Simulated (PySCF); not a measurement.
Computed with PySCF 2.14.0 with PBE-D3(BJ)/def2-TZVP // PBE0-D3(BJ)/def2-TZVP. Gas-phase values, no solvent. 

Reference species (SMILES): `[Cl][Al]([Cl])[Cl]` (neutral, multiplicity 1).

The HOMO is -7.95 eV and the LUMO is -2.11 eV.

Changed species: `[Cl][AlH][Cl]` (1 of 3 Cl replaced by H; the reference has 0 of 3 Cl replaced by H).

Predict the effect on the HOMO and LUMO.

the HOMO stays essentially unchanged; the LUMO decreases by 0.08 eV, to -2.19 eV.
